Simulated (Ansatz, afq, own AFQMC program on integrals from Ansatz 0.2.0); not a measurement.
AlH3, singlet in cc-pVDZ, levels against full CI

```yaml
atoms:
  - { symbol: Al, position_ang: [0.0320, -0.0542, 0.0001] }
  - { symbol: H, position_ang: [1.6178, -0.0391, 0.0000] }
  - { symbol: H, position_ang: [-1.7259, 2.9248, -0.0060] }
  - { symbol: H, position_ang: [-0.7479, -1.4350, 0.0030] }
```

Basis cc-pVDZ. Noble-gas cores (and the filled d shells of Ga–Kr and In–Xe) are frozen. Integrals, coupled cluster, full CI and functionals: Ansatz 0.2.0; the random walks run on the same integrals in our own AFQMC program. The CISD trial takes its coefficients from CCSD amplitudes. Released means that phaseless walkers are propagated on without the constraint, phases kept. ± is one standard error of the sampling.

Determinant: UHF, the one that the program's search chose, which needn't be the lowest solution. The geometry is a point of a scan.

Full CI on the same integrals is exact in this basis and with this determinant's frozen core.

Cautions: strong correlation (T1 0.047, weight of the determinant 0.83, largest double 0.29); unrestricted determinant spin contaminated (⟨S²⟩ 0.94 against 0.00); the CCSDT(Q) amplitudes may be one of several solutions (largest double 0.69); the CCSDTQ amplitudes may be one of several solutions (largest double 0.73).

The T1 diagnostic is 0.0467, the weight of the determinant in the CISD state is 0.835 and the ⟨S²⟩ of the determinant is 0.938. The size of the correlated space is 6 electrons in 28 orbitals.

```csv
level,correlation energy (eV)
MP2,-1.5400
CCSD,-2.1492
CCSD(T),-2.2059
```

Q: Estimate where full CI lies against CCSD(T) on the same integrals.

A: 2.25 kcal/mol below CCSD(T).

Reference: full CI, correlation energy -2.304 eV. The released energy is read at 2.40 1/Eh (meV from the phaseless value at times in 1/Eh: -3.4 ± 2.4 at 0.24, -3.7 ± 2.4 at 0.51, -2.4 ± 2.1 at 0.99, -2.6 ± 2.1 at 1.62, -2.3 ± 1.9 at 2.40). The cautions show a poor starting determinant, so the rows tell how each method copes with it here, and full CI is the sure value.

```tsv
level	E − E(reference) (kcal/mol)	share of correlation (%)
CCSD(T)	2.25	95.76
CCSDT	0.25	99.53
CCSDT(Q)	0.02	99.96
CCSDTQ	0.00	100.00
ph-AFQMC/HF	-1.38 ± 0.37	102.60
ph-AFQMC/CISD	0.25 ± 0.07	99.53
released AFQMC	0.20 ± 0.04	99.62
```

CCSDT and higher add their correlation energy to the determinant of the CCSD(T) run, since their own runs factorise the integrals more tightly (a shift of under 2 meV). A walk keeps the symmetry of its determinant, which the program's search chose and which needn't be the lowest solution, so a lower state of the same spin and another symmetry isn't excluded. Released energies are given only where the last usable release times agree within the noise; a slower fall can still hide under it.
